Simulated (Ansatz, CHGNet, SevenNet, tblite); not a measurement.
**TO(Γ) frequency of zinc-blende InSb: levels of theory against measurement**

Reference value: 180 cm⁻¹ (measured, room temperature, no zero-point or thermal correction, our sources range from 180 to 185; as tabulated in arXiv:1704.04770).

```
level (code)           value (cm⁻¹)  cell (Å³/atom)
---------------------  ------------  --------------
GFN2-xTB (tblite)               125           39.07
CHGNet 0.3.0                     90           36.65
CHGNet-r²SCAN                    61           35.30
SevenNet-l3i5                   154           36.67
LDA (Ansatz)                    179           33.54
PBE (Ansatz)                    165           36.51
PBEsol (Ansatz)                 174           34.63
r²SCAN (Ansatz)                 ___           34.00
HSE06 (Ansatz)                  ___           35.07
PBE0 (Ansatz)                   179           34.93
Hartree–Fock (Ansatz)           ___           36.35
```

Task: Some entries are withheld; supply them.

Result: 
- r²SCAN (Ansatz, an electronic-structure program), value (cm⁻¹): 182
- HSE06 (Ansatz), value (cm⁻¹): 177
- Hartree–Fock (Ansatz), value (cm⁻¹): 183

Differences against the reference: GFN2-xTB -31 %, CHGNet 0.3.0 -50 %, CHGNet-r²SCAN -66 %, SevenNet-l3i5 -14.4 %, LDA -0.6 %, PBE -8.3 %, PBEsol -3.3 %, r²SCAN +1.1 %, HSE06 -1.7 %, PBE0 -0.6 %, Hartree–Fock +1.7 %.

Leaving aside GFN2-xTB (imaginary modes in this run), CHGNet 0.3.0 (imaginary modes in this run), CHGNet-r²SCAN (imaginary modes in this run): Once the reference is moved by up to 3.0 % (a margin picked here for doubts on the reference and the settings, and for temperature and zero-point motion) and values within 0.7 % count as equal, the nearest can be LDA (-0.6 %), PBE0 (-0.6 %), r²SCAN (+1.1 %), HSE06 (-1.7 %), Hartree–Fock (+1.7 %) or PBEsol (-3.3 %). Farthest off among them: SevenNet-l3i5 (-14.4 %).

The measured value isn't corrected to a static lattice, so vibrations enter the comparison.  GFN2-xTB: the method was fitted mainly to molecules. GFN2-xTB: the run uses a supercell at the zone centre in place of a k mesh. LDA, PBE, PBEsol: the solid has no gap at this level, which affects its response. Values are at the level's own relaxed cell; r²SCAN at the measured cell. Cutoffs and k meshes differ between the levels. Ansatz's density-functional and Hartree–Fock values are scalar-relativistic unless marked +SOC, with PAW data made under PBE.

Machine-learned potentials (CHGNet 0.3.0, CHGNet-r²SCAN, SevenNet-l3i5) are trained on DFT data: a solid inside that data is no test of them.

Differences are worked out from the printed values.
